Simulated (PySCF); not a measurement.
Compound: C5H11N.
Bonds: C1–N2, N2–C3, C3–C4, C4–C5, C5–C6, N2–C6. Hydrogens: H7, H8, H9 on C1; H10, H11 on C3; H12, H13 on C4; H14, H15 on C5; H16, H17 on C6.

All values: wB97X-D/pcSseg-2 (PySCF, non-relativistic), on one gas-phase PBE0-D3(BJ)/def2-TZVP geometry that isn't relaxed in the solvent. The solvent is an IEF-PCM continuum (Bondi radii, 1.10 Å for H, scaled by 1.2). Only the electrostatic response of the medium enters.

Gas phase at wB97X-D/pcSseg-2: HOMO -8.00 eV, LUMO 2.30 eV, dipole 0.53 D.

What does the continuum do to the energy, the frontier levels and the dipole at wB97X-D/pcSseg-2 in chloroform?

```tsv
solvent	ε	E(solvent) − E(gas) (kJ/mol)	polarisation term (kJ/mol)	distortion of the solute (kJ/mol)	HOMO (eV)	LUMO (eV)	dipole (D)
chloroform	4.711	-6.33	-6.90	0.57	-8.03	2.40	0.75
```

The polarisation term is half the interaction of the solute with the surface charges that it induces; the rest is the cost of distorting the solute's density. The sum is the electrostatic part of solvation alone.

wB97X-D is run here without its empirical dispersion term; that term would change no orbital, density or response property at a fixed geometry.
